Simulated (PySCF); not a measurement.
## Telling isomers of C4H7F apart by NMR

Theory: J couplings at B3LYP/pcJ-1 (spin–dipole term left out of most H,H and C,H couplings), geometry from GFN2-xTB, NMR shieldings at PBE0/pcSseg-1/GIAO, in PySCF 2.14.0 with density-fitted response routines (non-relativistic Hamiltonian, equivalent nuclei averaged, no solvent, one conformer).

Scale: ¹H, ¹³C against TMS (reference shieldings calculated alike). Multiplet labels drop J under 1 Hz and among equivalent protons, and merge close values. Unscaled 3J(H,H) run several per cent high. Vicinal couplings that depend on rotamer populations or ring flexing (ring, CH–CH, X–H and H–F types) are those of the one conformer. One-bond C–F couplings are unscaled and too large by tens of Hz. Shifts are as computed. Against solution values, carbons near 30 ppm lie about +3 ppm off and those near 130 ppm about +5 ppm. Of 1211 compounds with measured shifts, 218 miss one by over three times the rms of a fit or turn the order of signals round; such compounds aren't used in these exercises.

(1) Tabulate the signals of `C/C=C/CF`, `C/C=C(\C)F`, `CC/C=C\F` and their relative energies.

(2) What is the quickest way to tell C/C=C/CF from CC/C=C\F?

(3) What is the quickest way to tell C/C=C(\C)F from CC/C=C\F?

(4) What is the quickest way to tell C/C=C/CF from C/C=C(\C)F?

Results:

(1) 
| SMILES | carbon types | δC | δH | E rel. (kcal/mol) |
| --- | --- | --- | --- | --- |
| C/C=C/CF | 2×CH 1×CH2 1×CH3 | 133.2, 131.7, 86.3, 22.0 | 6.19 (m, 1H), 5.54 (d of d of sext, 1H), 5.26 (d of sext, 2H), 1.93 (dtd, 3H) | 5.8 |
| C/C=C(\C)F | 1×C 1×CH 2×CH3 | 166.7, 107.7, 15.3, 14.6 | 5.30 (dqq, 1H), 1.97 (d of quint, 3H), 1.71 (ddq, 3H) | 0.0 |
| CC/C=C\F | 2×CH 1×CH2 1×CH3 | 157.0, 120.9, 21.2, 17.3 | 6.83 (ddt, 1H), 4.97 (dtd, 1H), 2.31 (quint of d of d, 2H), 1.07 (t, 3H) | 4.9 |

Energies are electronic energies at PBE0/pcSseg-1 on these geometries, without zero-point or thermal terms, each for the one conformer computed, which needn't be the lowest.

(2) Both give the same number of carbon signals, with the same numbers of each carbon type, so the positions decide. The first has an allylic sp3 CH2 bonded to F at 86.3 ppm, the second an allylic sp3 CH2 at 21.2 ppm. Their most deshielded carbons lie at 133.2 and 157.0 ppm. In the proton spectra the most deshielded non-exchanging signals are 6.19 (m, 1H) and 6.83 (ddt, J = 91.5, 5.8, 1.8 Hz, 1H).

(3) Both give the same number of carbon signals, but DEPT or the intensities differ. The first has a fully substituted alkene carbon (C) at 166.7 ppm, the second an allylic sp3 CH2 at 21.2 ppm. Their most deshielded carbons lie at 166.7 and 157.0 ppm. In the proton spectra the most deshielded non-exchanging signals are 5.30 (dqq, J = 22.2, 8.1, 1.5 Hz, 1H) and 6.83 (ddt, J = 91.5, 5.8, 1.8 Hz, 1H).

(4) Both give the same number of carbon signals, but DEPT or the intensities differ. The first has an allylic sp3 CH2 bonded to F at 86.3 ppm, the second a fully substituted alkene carbon (C) at 166.7 ppm. Their most deshielded carbons lie at 133.2 and 166.7 ppm. In the proton spectra the most deshielded non-exchanging signals are 6.19 (m, 1H) and 5.30 (dqq, J = 22.2, 8.1, 1.5 Hz, 1H).
